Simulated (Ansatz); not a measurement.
# C2H3F3: the cost of one run

Computed with Ansatz 0.2.0 (the levels named in each step, unless a step's input says otherwise).

## (1) The starting structure

Bond lengths: C1–C2 1.507 Å, C2–F3 1.342 Å, C2–F4 1.341 Å, C2–F5 1.343 Å, C1–H6 1.094 Å, C1–H7 1.099 Å, C1–H8 1.067 Å. Angles: C1–C2–F3 112.6°, C1–C2–F4 111.7°, C1–C2–F5 112.7°, F3–C2–F4 106.5°, F3–C2–F5 106.4°, F4–C2–F5 106.5°, C2–C1–H6 108.6°, C2–C1–H7 108.4°, C2–C1–H8 110.2°, H6–C1–H7 111.4°, H6–C1–H8 108.7°, H7–C1–H8 109.6°.

Structure file:

```xyz
8

C     1.5430   -0.2922    0.0423
C     0.0625   -0.0113    0.0015
F    -0.5842   -0.7761   -0.8924
F    -0.1913    1.2620   -0.3327
F    -0.5373   -0.2216    1.1841
H     1.6922   -1.3428    0.3099
H     2.0022    0.3785    0.7814
H     1.9769   -0.1186   -0.9167
```

## (2) A rough first relaxation, PBE-D4/def2-SVP

This run stands in another session on the same molecule. It ended at:

```xyz
8

C     1.5324   -0.2929    0.0470
C     0.0519   -0.0058    0.0000
F    -0.5794   -0.7908   -0.9071
F    -0.1948    1.2829   -0.3408
F    -0.5361   -0.2251    1.2016
H     1.6971   -1.3489    0.3296
H     2.0141    0.3646    0.7939
H     1.9788   -0.1061   -0.9469
```

## (3) Relaxation, PBE0-D4/def2-TZVPP

This run stands in another session on the same molecule. It ended at:

```xyz
8

C     1.5305   -0.2925    0.0471
C     0.0618   -0.0077    0.0004
F    -0.5670   -0.7826   -0.8954
F    -0.1874    1.2661   -0.3371
F    -0.5245   -0.2225    1.1872
H     1.6865   -1.3333    0.3245
H     1.9996    0.3567    0.7840
H     1.9645   -0.1063   -0.9334
```

## (4) Turn 0°, PBE0-D4/def2-TZVP

Contents of input.yaml:

```yaml
crystal:
  periodic: [false, false, false]
  atoms:
    - { symbol: C, position_ang: [1.53052713, -0.29250588, 0.04711506] }
    - { symbol: C, position_ang: [0.06175817, -0.00768176, 0.00041128] }
    - { symbol: F, position_ang: [-0.56701032, -0.78265112, -0.89543302] }
    - { symbol: F, position_ang: [-0.18743157, 1.26607006, -0.33712743] }
    - { symbol: F, position_ang: [-0.52457434, -0.22246605, 1.18723372] }
    - { symbol: H, position_ang: [1.686446, -1.33403469, 0.32470305] }
    - { symbol: H, position_ang: [1.99973084, 0.35721462, 0.78458284] }
    - { symbol: H, position_ang: [1.9646141, -0.10605519, -0.93418548] }
basis:
  gaussian: { orbitals: def2-TZVP }
hamiltonian:
  xc: pbe0
  dispersion: d4
output:
  forces: true
```

The run is started by

```console
> ansatz run input.yaml --threads 4 --pin off --max-ram 10240MiB --backend cpu --events-out ev --progress --plain --runs-dir out
```

What time and memory should one allow on 4 threads of Intel Xeon 6975P-C (Granite Rapids), shared host?

About 1.1 s, with a peak of 0.35 GiB.
